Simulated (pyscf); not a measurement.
H₃C–BH–Cl → B–Cl [singlet] + methane (CH₄), a 1,1-elimination (singlet surface; B–C, B–H broken, C–H formed). Structures and frequencies: ωB97X-D3(BJ)/def2-SVP in PySCF. Correlated levels are frozen-core, on RHF or UHF. ΔMP2 is the change of the MP2 total energy from the triple- to the quadruple-zeta basis. Energies in kJ/mol from the reactant's lowest minimum found.

Small-basis levels: PySCF, no dispersion term, spherical d functions. 

### Question
In single points B3LYP/6-31G* puts the saddle at 443.8 kJ/mol and the reaction energy at +281.9 kJ/mol. Should these be trusted to within a few kcal/mol? Compare with CCSD(T)/def2-TZVPP + ΔMP2(QZVPP).

### Answer
CCSD(T)/def2-TZVPP + ΔMP2(QZVPP) gives ΔE‡ = 422.3 kJ/mol and ΔE = +259.7 kJ/mol. B3LYP/6-31G* lies 21.5 kJ/mol over it in the barrier and 22.2 kJ/mol over it in the reaction energy, so on this step it does not hold to within 12.6 kJ/mol. CCSD(T)/def2-TZVPP + ΔMP2(QZVPP) has limits of its own. This is the saddle that the search found; another between the same sides may lie lower. The CCSD(T) − MP2 part came from Ansatz, without density fitting, on the same reference.
